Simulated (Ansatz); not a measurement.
# Hematite (α-Fe2O3)

Computed with PBE (plane waves, hard PAW; Ansatz, a program for electronic structure).

Settings: plane-wave cutoff 930 eV, 10×10×10 k mesh, Fermi–Dirac smearing 0.05 eV, magnetic order afm++--, spin-polarised with opposed moments.

Cell (relaxed at this level):

Space group R-3c, hexagonal axes (No. 167); a = b = 5.078 Å, c = 13.661 Å, α = β = 90.00°, γ = 120.00°

```json
[
 {"atom": "Fe", "site": "12c", "symmetry": "3.", "x": "0.0000", "y": "0.0000", "z": "0.1466"},
 {"atom": "O", "site": "18e", "symmetry": ".2", "x": "0.3044", "y": "0.3044", "z": "0.2500"}
]
```
(The calculation used a cell of 10 atoms; values per cell refer to that cell.)

For hematite (α-Fe2O3), the magnetic moment (largest site, within a sphere) comes out as 3.44 μB and the band gap is none.

Measured, for comparison: band gap 2.6 eV (temperature not stated, no zero-point or thermal correction, photoemission and inverse photoemission; as tabulated in Parkinson (2016), arXiv:1602.06774). Computed (rounded) less measured: band gap -2.60 eV.

Moments are spin moments.

Computed values are for the static lattice.

The result took around 60 core-minutes (rough).
